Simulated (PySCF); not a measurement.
Species, as SMILES: C=O (CH2-O).
Geometry (B3LYP-D3(BJ)/def2-TZVP, fixed):
```xyz
4

O     -0.0009    -0.0102     0.6728
C      0.0007     0.0079    -0.5259
H     -0.0027     0.9554    -1.0993
H      0.0057    -0.9218    -1.1276
```

Basis-set convergence of the mean static polarisability at PBE with PySCF. All functions are spherical. Density fitting with generated auxiliary sets. No added dispersion term, no relativity. Reference: the value in d-aug-cc-pVTZ, 18.89 bohr³, itself unsure by roughly 0.4 % (its mean distance from aug-pcseg-3, aug-cc-pVQZ, aug-pcseg-2). Deviations are taken from unrounded values.

```csv
basis,functions,mean static polarisability (bohr³)
cc-pVDZ,38,13.65
aug-cc-pVDZ,64,18.32
def2-SVP,38,13.64
def2-SVPD,59,18.04
pcseg-1,38,13.79
aug-pcseg-1,64,18.51
6-311G**,48,14.16
6-311+G**,56,15.87
def2-TZVP,74,16.23
def2-TZVPD,95,18.64
cc-pVTZ,88,15.89
aug-cc-pVTZ,138,18.72
pcseg-2,88,16.43
aug-pcseg-2,138,18.77
def2-TZVPP,90,16.48
def2-TZVPPD,111,18.69
cc-pVQZ,170,17.15
aug-cc-pVQZ,252,18.83
def2-QZVPP,174,17.50
def2-QZVPPD,195,18.77
pcseg-3,186,18.12
aug-pcseg-3,268,18.86
```

What the diffuse functions change, pair by pair:
- cc-pVDZ to aug-cc-pVDZ: 26 more functions, deviation -27.7 to -3.0 %
- def2-SVP to def2-SVPD: 21 more functions, deviation -27.8 to -4.5 %
- pcseg-1 to aug-pcseg-1: 26 more functions, deviation -27.0 to -2.0 %
- 6-311G** to 6-311+G**: 8 more functions, deviation -25.0 to -16.0 %
- def2-TZVP to def2-TZVPD: 21 more functions, deviation -14.1 to -1.3 %
- cc-pVTZ to aug-cc-pVTZ: 50 more functions, deviation -15.9 to -0.9 %
- pcseg-2 to aug-pcseg-2: 50 more functions, deviation -13.0 to -0.6 %
- def2-TZVPP to def2-TZVPPD: 21 more functions, deviation -12.8 to -1.1 %
- cc-pVQZ to aug-cc-pVQZ: 82 more functions, deviation -9.2 to -0.3 %
- def2-QZVPP to def2-QZVPPD: 21 more functions, deviation -7.4 to -0.6 %
- pcseg-3 to aug-pcseg-3: 82 more functions, deviation -4.1 to -0.1 %

They bring the value nearer the reference by more than 0.4 % in 11 of 11 pairs.
